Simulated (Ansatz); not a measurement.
**C₂H₄N₂S₂: up Jacob's ladder to CCSD(T)**

Aim: compute C₂H₄N₂S₂ with functionals from several rungs and with coupled cluster, and see how far each lands from CCSD(T) at the basis-set limit for the atomisation energy.

The runs use Ansatz 0.2.0, Gaussian basis; functionals in def2-TZVPP, the program's frozen cores in correlated methods.

Plan: LDA (SPW92), PBE-D4, revPBE-D4, BLYP-D4, r2SCAN-D4, B97M-V, PBE0-D4, B3LYP-D4, r2SCANh-D4, r2SCAN0-D4, HSE06-D4, BHLYP-D4, CAM-B3LYP-D4, LC-ωPBE, ωB97X-V, ωB97M-V, B2PLYP, PBE-QIDH; CCSD(T)/def2-SVP; CCSD(T)/def2-TZVPP; MP2/def2-QZVPP; extrapolation to the limit; RPA on PBE.

## 1. Structure used throughout

The geometry comes from an earlier relaxation with PBE0-D4 in a triple-zeta def2 set; it is a stationary point, not always the lowest conformer.

SMILES `N/C=N/C(=S)S`, 10 atoms, charge 0, spin multiplicity 1.

Atoms are counted from 1 here; the program's logs count them from 0.

Bond lengths: N1–C2 1.330 Å, N1–H7 1.002 Å, N1–H8 1.007 Å, C2–N3 1.287 Å, C2–H9 1.094 Å, N3–C4 1.370 Å, C4–S5 1.646 Å, C4–S6 1.748 Å, S6–H10 1.342 Å. Angles: C2–N1–H7 121.1°, C2–N1–H8 119.5°, H7–N1–H8 119.4°, N1–C2–N3 121.5°, N1–C2–H9 116.6°, N3–C2–H9 121.9°, C2–N3–C4 117.8°, N3–C4–S5 128.2°, N3–C4–S6 108.2°, S5–C4–S6 123.6°, C4–S6–H10 95.5°.

## 2. LDA

This LDA is Slater exchange with PW92 correlation.

in.yaml

```yaml
crystal:
  periodic: [false, false, false]
  atoms:
    - {symbol: N, position_ang: [-0.253254, -2.125805, -0.469517]}
    - {symbol: C, position_ang: [0.186243, -0.873969, -0.379167]}
    - {symbol: N, position_ang: [-0.439648, 0.009781, 0.316214]}
    - {symbol: C, position_ang: [0.024134, 1.298525, 0.278374]}
    - {symbol: S, position_ang: [1.011150, 1.992140, -0.841065]}
    - {symbol: S, position_ang: [-0.647533, 2.159677, 1.643570]}
    - {symbol: H, position_ang: [0.259808, -2.818778, -0.980824]}
    - {symbol: H, position_ang: [-1.105095, -2.387089, -0.001144]}
    - {symbol: H, position_ang: [1.105801, -0.637384, -0.922227]}
    - {symbol: H, position_ang: [-0.058507, 3.331705, 1.358687]}
basis:
  gaussian: {orbitals: def2-TZVPP}
hamiltonian: {xc: lda}
output: {orbitals: {seedname: orbitals}}
```

The runs that follow: PBE-D4 (GGA); revPBE-D4 (GGA); BLYP-D4 (GGA); r2SCAN-D4 (meta-GGA); B97M-V (meta-GGA); PBE0-D4 (hybrid); B3LYP-D4 (hybrid); r2SCANh-D4 (hybrid); r2SCAN0-D4 (hybrid); HSE06-D4 (hybrid); BHLYP-D4 (hybrid); CAM-B3LYP-D4 (range-separated); LC-ωPBE (range-separated); ωB97X-V (range-separated); ωB97M-V (range-separated); B2PLYP (double hybrid); PBE-QIDH (double hybrid); CCSD(T) in def2-SVP; CCSD(T) in def2-TZVPP; MP2 in def2-QZVPP; RPA on PBE orbitals.

Q: Predict the results of all the runs planned. Wanted: atomisation energy, CCSD(T)/CBS; farthest beyond LDA; mean size of error, GGA; mean size of error, meta-GGA; mean size of error, hybrid; mean size of error, range-separated; mean size of error, double hybrid; gap, smallest and largest; T1 diagnostic.

**Answer**, as computed:

| quantity | value |
| --- | --- |
| atomisation energy, CCSD(T)/CBS | 3770.7 kJ/mol |
| functionals within 18.9 kJ/mol (0.5 %) | r2SCANh-D4, LC-ωPBE, PBE-QIDH |
| farthest beyond LDA | PBE-D4 (+228.8 kJ/mol) |
| mean size of error, GGA | 143.5 kJ/mol |
| mean size of error, meta-GGA | 54.0 kJ/mol |
| mean size of error, hybrid | 72.1 kJ/mol |
| mean size of error, range-separated | 34.0 kJ/mol |
| mean size of error, double hybrid | 14.4 kJ/mol |
| gap, smallest and largest | 2.28 eV (LDA (SPW92)), 9.06 eV (LC-ωPBE) |
| T1 diagnostic | 0.0191 |
| triples share of the correlation energy | 5.0 % |

**Reading.** The LDA atomisation energy is off by 784.9 kJ/mol (21 %): it overbinds. PBE-D4 misses by +228.8 kJ/mol. Double hybrids carry the basis error of their MP2 part in triple zeta, and no dispersion term here, so their miss is partly the set-up's. Taken by rung, double hybrid functionals do best (14.4 kJ/mol on average) and GGA ones worst beyond LDA (143.5 kJ/mol). Misses under about 18.9 kJ/mol are within the doubt on the reference itself, which lacks core-valence correlation, relativity and higher excitations. Hartree-Fock recovers 64 % of the binding; the rest is correlation. CCSD(T) in def2-SVP is off by -272.2 kJ/mol, more than most functionals: a good method in a small basis is no reference. The gap grows from 2.3 to 9.1 eV across the functionals, mostly with the share of exact exchange.
